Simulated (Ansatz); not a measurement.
Geometry optimisation, RKS B3LYP/def2-SVP (Ansatz 0.2.0).

The input (input.yaml):

```yaml
crystal:
  periodic: [false, false, false]
  atoms:
    - { symbol: Al, position_ang: [0.031865, 0.199185, 0.026064] }
    - { symbol: H, position_ang: [-0.137807, 0.273116, 1.579424] }
    - { symbol: H, position_ang: [1.398118, 0.25954, -0.759351] }
    - { symbol: F, position_ang: [-1.367079, 0.095871, -0.88419] }
    - { symbol: P, position_ang: [0.193546, -2.996195, 1.387297] }
    - { symbol: H, position_ang: [-0.682468, -2.996439, 0.251081] }
    - { symbol: H, position_ang: [1.371566, -2.818175, 0.590739] }
    - { symbol: H, position_ang: [0.027461, -1.594804, 1.629937] }
basis:
  gaussian: { orbitals: def2-SVP }
hamiltonian:
  xc: b3lyp
relax:
  f_tol: 0.03
  max_steps: 50
```

Run as:

```bash
$ ansatz run input.yaml --threads 1 --pin off --max-ram 2048MiB --backend cpu --events-out ev --progress --plain --runs-dir out
```

Q: Where does it end, and by what steps?

A: It converged. The force dipped under the threshold on the way, but the program's further checks kept it going. After 12 steps the energy has fallen by 0.162 eV; H2 moved furthest, 0.57 Å.

```
step  energy less start (eV)  largest force component (eV/Å)  accepted
   0                  0.0000                           0.462       yes
   1                 -0.0852                           0.194       yes
   2                 -0.1116                           0.357       yes
   3                 -0.1366                           0.442       yes
   4                 -0.1501                           0.151       yes
   5                 -0.1565                           0.077       yes
   6                 -0.1579                           0.059       yes
   7                 -0.1599                           0.036       yes
   8                 -0.1609                           0.009       yes
   9                 -0.1610                           0.133       yes
  10                 -0.1614                           0.054       yes
  11                 -0.1613                           0.048        no
  12                 -0.1619                           0.023       yes
```

```xyz
8
Properties=species:S:1:pos:R:3
Al 0.026 0.167 0.074
H -0.286 0.810 1.480
H 1.439 0.088 -0.621
F -1.295 -0.303 -0.847
P 0.176 -3.104 1.174
H -0.746 -2.591 0.208
H 1.329 -2.751 0.408
H 0.192 -1.894 1.944
```

Whether the end is a true minimum wasn't checked by a vibrational analysis.

Run time: 33 s on 1 thread of Arm Neoverse V1, with other jobs on the host, peak memory 0.14 GiB.
